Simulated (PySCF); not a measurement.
**Curvature of the energy in the electron number along the third row, charge -1**

Calculated with PySCF 2.14, in aug-pcseg-2, non-relativistic: one orbital is emptied in steps, and each cell gives the departure of E from the straight line at half an electron, in eV (from a cubic fit). The exact functional gives zero.

| species | orbital | LDA | PBE | r2SCAN | PBE0 | BHandHLYP | LC-wPBE |
| --- | --- | --- | --- | --- | --- | --- | --- |
| Al⁻ | 3p alpha | -0.53 | -0.52 | -0.49 | -0.36 | -0.21 | 0.08 |
| Si⁻ | 3p alpha | -0.71 | -0.69 | -0.64 | -0.48 | -0.27 | 0.08 |
| P⁻ | 3p beta | -0.74 | -0.70 | -0.63 | -0.47 | -0.28 | 0.10 |
| S⁻ | 3p beta | -0.90 | -0.85 | -0.78 | -0.57 | -0.31 | 0.08 |
| Cl⁻ | 3p beta | -1.05 | -1.01 | -0.91 | -0.67 | -0.35 | 0.02 |

Problem. How does the mean departure depend on the functional?

Solution. LDA -0.79 eV; PBE -0.75 eV; r2SCAN -0.69 eV; PBE0 -0.51 eV; BHandHLYP -0.28 eV; LC-wPBE 0.07 eV. Semilocal functionals are convex (delocalisation error), and exact exchange removes curvature roughly in proportion to its share, so among the functionals the range-separated hybrids usually come closest to zero.

At the full anion the orbital energy is positive in some cells, where the basis helps to hold the electron.
